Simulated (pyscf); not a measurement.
Single points on ωB97X-D3(BJ)/def2-SVP structures (PySCF, gas phase).

Problem. PBE/def2-TZVP puts the barrier of `[CH3][Ga]([CH3])[Cl]` + `[ClH]` → `[CH4]` + `[CH3][Ga]([Cl])[Cl]` (four-centre exchange; singlet surface; C–Ga, Cl–H broken, C–H, Cl–Ga formed) at 6.4 kcal/mol and the reaction energy at -32.0 kcal/mol, from the separated reactants. What do r²SCAN/def2-TZVP, PBE0-D3(BJ)/def2-TZVP, ωB97M-D3(BJ)/def2-TZVP give on the same structures?

Solution. r²SCAN: ΔE‡ = 5.2 kcal/mol, ΔE = -33.7 kcal/mol; PBE0-D3(BJ): ΔE‡ = 6.3 kcal/mol, ΔE = -32.6 kcal/mol; ωB97M-D3(BJ): ΔE‡ = 10.9 kcal/mol, ΔE = -32.2 kcal/mol. PBE's barrier lies among them. Its reaction energy lies over all of them, by 0.3 to 1.7 kcal/mol. On the reactant side the descent ends in a bound adduct, 8.6 kcal/mol under the separated species and 16.9 kcal/mol under the saddle at ωB97X-D3(BJ)/def2-TZVP. At ωB97X-D3(BJ)/def2-TZVP the barrier from the zero used here is 8.2 kcal/mol. One saddle was located; it need not be the lowest between these sides. Elements up to Kr have no core potential and no relativistic terms here.
